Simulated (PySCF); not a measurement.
Molecule: SMILES BC#C, C$_{2}$H$_{3}$B.

Cartesian coordinates in Å; atom numbers follow the order of the lines, from 1:
```xyz
6

B    -1.1337    0.0640    0.0377
C     0.3681   -0.0208    0.1491
C     1.5840   -0.0877    0.2389
H    -1.8303   -0.6101    0.7566
H    -1.6373    0.8054   -0.7706
H     2.6554   -0.1469    0.3181
```

Geometry PBE0-D3(BJ)/def2-SVP throughout; GIAO in PySCF 2.14, gas phase, one conformer, non-relativistic; equivalent atoms averaged; functional PBE0.

For orientation, 6-31G gives these absolute shieldings σ: B1 48.3, C3 61.8, C2 107.9, H4/H5 24.90, H6 26.57 ppm.

A run gave: B1 57.6, C3 112.4, C2 159.5, H4/H5 25.99, H6 26.56 ppm (absolute shieldings σ).

Task: Which basis set was used in that run?
A. STO-3G
B. pcSseg-1
C. pcSseg-2
D. pcSseg-0

Result: A. C3 tells them apart best: STO-3G gives 112.4, pcSseg-1 gives 35.5, pcSseg-0 gives 35.5, pcSseg-2 gives 33.5 ppm.
